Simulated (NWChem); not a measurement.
Molecule: isobutane (C₄H₁₀); SMILES CC(C)C

```xyz
14

C      0.4671     1.3853    -0.0961
C      0.0000     0.0000     0.3734
C      0.9661    -1.0972    -0.0961
C     -1.4332    -0.2881    -0.0961
H      1.4787     1.6092     0.2637
H      0.4848     1.4404    -1.1928
H     -0.2011     2.1763     0.2652
H      0.0000     0.0000     1.4739
H      1.9852    -0.9140     0.2652
H      1.0050    -1.1401    -1.1928
H      0.6543    -2.0852     0.2637
H     -1.7842    -1.2623     0.2652
H     -2.1329     0.4760     0.2637
H     -1.4898    -0.3003    -1.1928
```
Atoms are numbered in this order, from 1.

Computed with NWChem. Pople sets run with spherical d functions. STO-3G and 3-21G are far too small for this property and stand as cheap habits. All runs use the structure optimised with B3LYP/6-31G* (spherical d). Field at 589 nm.

Problem. Order these by “anisotropy (bohr³)”, lowest first: B3LYP/STO-3G; B3LYP/def2-SVP; B3LYP/6-31G*.

Solution. B3LYP/STO-3G (2.1), B3LYP/6-31G* (4.8), B3LYP/def2-SVP (5.6)
